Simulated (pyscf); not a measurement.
GeH₃• + H₂O → HO–GeH₂• + H₂ (four-centre exchange; doublet surface; Ge–H, H–O broken, Ge–O, H–H formed). Single points on ωB97X-D3(BJ)/def2-SVP structures (PySCF, gas phase). Energies in eV from the separated reactants.

```
level                   barrier  reaction energy
----------------------  -------  ---------------
PBE/def2-TZVP              1.22            -0.13
r²SCAN/def2-TZVP           1.36            -0.14
B3LYP-D3(BJ)/def2-TZVP     1.43            -0.13
PBE0-D3(BJ)/def2-TZVP      1.43            -0.04
ωB97M-D3(BJ)/def2-TZVP     1.55            -0.06
HF/def2-TZVP               2.40            +0.06
```

The functionals in the table span 0.34 eV in this barrier, from PBE to ωB97M-D3(BJ)/def2-TZVP. At the saddle there is also a short Ge–H contact that neither side keeps. One saddle was located; it need not be the lowest between these sides. Elements up to Kr have no core potential and no relativistic terms here.
